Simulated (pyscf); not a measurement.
Optimised with ωB97X-D3(BJ)/def2-SVP in PySCF.

For the elementary gas-phase step H₂O + O=Ti(OH)–OH → HO–Ti(OH)(OH)–OH (singlet surface; H–O broken, O–Ti, H–O formed), what barrier and reaction energy does ωB97M-D3(BJ)/def2-TZVP give, measured from the separated reactants?

ΔE‡ = -14.9 kcal/mol, ΔE = -48.8 kcal/mol. Zero-point energy shifts the barrier by -0.4 kcal/mol. It is an addition across a multiple bond or ene-type step, with an imaginary mode of 1529i cm⁻¹. On the reactant side the descent ends in an adduct with a O–Ti contact, 30.6 kcal/mol under the separated species and 14.4 kcal/mol under the saddle at ωB97X-D3(BJ)/def2-TZVP. At ωB97M-D3(BJ) the saddle lies under the separated reactants, which points to a path from their complex (located at ωB97X-D3(BJ) alone). What is counted as formed (O–Ti) is already present as a longer contact in the reactant adduct; forming that adduct is a step of its own. At the saddle there is also a short H–Ti contact that neither side keeps. This is the saddle that the search found; another between the same sides may lie lower.
